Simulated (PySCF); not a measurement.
**Be: ionisation energy**

Be [He] 2s2 (1S) → Be⁺ [He] 2s1 (2S), as a difference of total energies. Calculation: PySCF 2.14, in cc-pVTZ-DK; scalar relativity by spin-free X2C-1e. Correlated levels: valence: 1s2 frozen. The calculations carry no spin-orbit coupling.

| method | ionisation energy (eV) | error (eV) |
| --- | --- | --- |
| UHF | 8.046 | -1.277 |
| PBE | 8.996 | -0.327 |
| PBE0 | 8.972 | -0.351 |
| MP2 (valence) | 8.812 | -0.511 |
| SCS-MP2 (valence) | 8.966 | -0.357 |
| CCSD (valence) | 9.285 | -0.038 |

Reference: 9.323 eV (measured; NIST Atomic Spectra Database, ionization energies).

Errors of the correlated levels include the incompleteness of this basis and the frozen core.

With two correlated electrons CCSD is exact in that space.
